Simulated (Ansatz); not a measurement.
`C#CCC(=O)O` → `C#CC(=O)O` + `[CH2]` (triplet) at 600 K and 1 bar (formal loss of a carbene).

Gas-phase electronic energies from Ansatz, PBE0-D4/def2-TZVP geometries. CCSD(T)/CBS adds triple-zeta CCSD(T) − MP2 to the extrapolated MP2 energy (def2 sets, frozen cores). This one scheme is used for every species. Triplets are unrestricted, without spin–orbit coupling. One conformer a species, not always the lowest.

| species | CCSD(T)/CBS energy (Eh) | H − E (kJ/mol) | S (J/(mol·K)) |
| --- | --- | --- | --- |
| `C#CCC(=O)O` | -304.90609 | 244.8 | 415.0 |
| `C#CC(=O)O` | -265.63711 | 157.8 | 358.0 |
| `[CH2]` (triplet) | -39.09499 | 66.5 | 220.8 |

H − E and S are ideal-gas, rigid-rotor, harmonic terms from PBE0-D4/def2-TZVP, for one conformer and one mirror image of each species, with the whole ground term of open shells counted as degenerate. 1 Eh = 2625.50 kJ/mol, R = 8.31446 J/(mol·K).

**Question.** By hand: ΔE, ΔH, ΔS and ΔG.

**Answer.** ΔE = (-265.63711) + (-39.09499) − (-304.90609) = 0.17399 Eh = 456.8 kJ/mol. Δ(H − E) = 157.8 + 66.5 − 244.8 = -20.5, so ΔH = 436.3 kJ/mol. ΔS = 358.0 + 220.8 − 415.0 = 163.8 J/(mol·K). ΔG = 436.3 − 600 × (163.8)/1000 = 338.0 kJ/mol.

**Question.** By hand: the equilibrium constant, and the temperature at which ΔG would vanish if ΔH and ΔS stayed fixed.

**Answer.** log₁₀ K = −ΔG/(RT ln 10) = -29.4. ΔG = 0 at ΔH/ΔS = 2664 K, far beyond where these terms or the molecules hold.

The number of gas molecules changes by +1, which sets the sign of ΔS. A doubt of 5 kJ/mol in ΔE shifts log₁₀ K by 0.4 here. Other conformers and mirror images would add mixing entropy, several J/(mol·K) or more a flexible species. Modes under 60 cm⁻¹, often nearly free rotors, make the harmonic entropy too high. A triplet takes part, so the spin changes. These are equilibria of isolated gas molecules and say nothing of rates. Largest T1 diagnostic: 0.016 (customary marks: 0.02 for closed shells, 0.045 for open ones).
